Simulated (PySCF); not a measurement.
Molecule: C₂H₂N, charge 0, multiplicity 2. It need not be the lowest isomer of its formula. SMILES: [CH2]C#N
Coordinates optimised at B3LYP-D3(BJ)/def2-TZVP (Ansatz):
```xyz
5

C     -0.0090    -0.1659    -1.1772
C      0.0014     0.0261     0.1854
N      0.0103     0.1888     1.3399
H      0.9204    -0.2159    -1.7250
H     -0.9467    -0.2673    -1.7035
```
Charge 0, spin multiplicity 2.

Dispersion corrections to the total energy (kcal/mol) from the dftd3 and dftd4 libraries through PySCF: D3(BJ) without and D4 with the three-body term, each with the damping fitted for the functional named.

| functional | D3(BJ) | D4 |
|---|---|---|
| CAM-B3LYP | -1.05 | (withheld) |
| revPBE | -3.95 | (withheld) |
| BP86 | -2.21 | -1.62 |
| BHLYP | (withheld) | -1.39 |
| PW6B95 | -0.65 | -1.15 |
| LC-wPBE | -1.30 | -1.40 |
| HSE06 | -0.86 | -0.95 |

Task: Complete the blanks.

Result: 
- CAM-B3LYP, D4: -1.03
- revPBE, D4: -4.69
- BHLYP, D3(BJ): -1.94
